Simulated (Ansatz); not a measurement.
**Two structures, one formula**

The two ends of one reaction step of CH6ClSi, doublet (PBE0-D4/def2-TZVP).

A:

| atom | x (Å) | y (Å) | z (Å) |
| --- | --- | --- | --- |
| Cl1 | 1.5311 | 0.9399 | 2.2632 |
| Si2 | -0.5877 | -1.2763 | -0.0314 |
| C3 | -0.3180 | 0.3368 | -0.9458 |
| H4 | 2.1894 | 1.9670 | 2.6514 |
| H5 | 0.0057 | -2.4341 | -0.7589 |
| H6 | -2.0333 | -1.5377 | 0.2211 |
| H7 | -0.7327 | 1.1734 | -0.3806 |
| H8 | 0.7476 | 0.5223 | -1.0924 |
| H9 | -0.8022 | 0.3087 | -1.9267 |

B:

```xyz
9
angstrom
Cl 0.7917 -0.0471 1.6536
Si -0.3221 -0.8551 0.1177
C -0.4581 0.3739 -1.2679
H 2.7403 1.9475 3.8068
H 0.3664 -2.0945 -0.3184
H -1.6534 -1.1984 0.6746
H -0.9471 1.2887 -0.9270
H 0.5300 0.6333 -1.6533
H -1.0478 -0.0485 -2.0862
```

Ansatz 0.2.0; basis: def2-TZVPP; cores frozen in the correlated methods; orbitals are unrestricted. B3LYP uses VWN-RPA correlation.

Question: Which structure is lower at CCSD(T), and by how much? (To be estimated.)

Answer: Computed: B, by 0.235 eV (electronic energy, against the other). By their contacts, A is a complex of CH₅Si ([CH3][SiH2]) + HCl and B is a complex of CH₅ClSi ([CH3][SiH2][Cl]) + H.

All methods give the same order:

```
      method  E(B) − E(A) (eV)
       SPW92            -0.200
      PBE-D4            -0.212
     BLYP-D4            -0.123
   r2SCAN-D4            -0.214
      B97M-V            -0.282
     PBE0-D4            -0.270
    B3LYP-D4            -0.167
  r2SCAN0-D4            -0.233
    BHLYP-D4            -0.263
CAM-B3LYP-D4            -0.219
     wB97X-V            -0.356
     wB97M-V            -0.359
      B2PLYP            -0.258
    PBE-QIDH            -0.368
  RPA on PBE            -0.150
          HF            -0.471
         MP2            -0.440
        CCSD            -0.206
     CCSD(T)            -0.235
```

T1 diagnostic: at most 0.011. ⟨S²⟩ of the unrestricted Hartree–Fock references: 0.75 (a pure state has 0.75).

Labels in which every atom is bracketed show which atoms are joined, not bond orders.

For scale, one of the runs: CCSD(T)/def2-TZVPP, 199 basis functions, launched by `ansatz run in.yaml --threads 4 --pin off --events-out ev --progress --plain --max-ram 9574MiB`. Hardware: 4 CPU threads of an Arm Neoverse N1, shared host. Wall time 2.7 min; peak host memory 5.7 GiB.
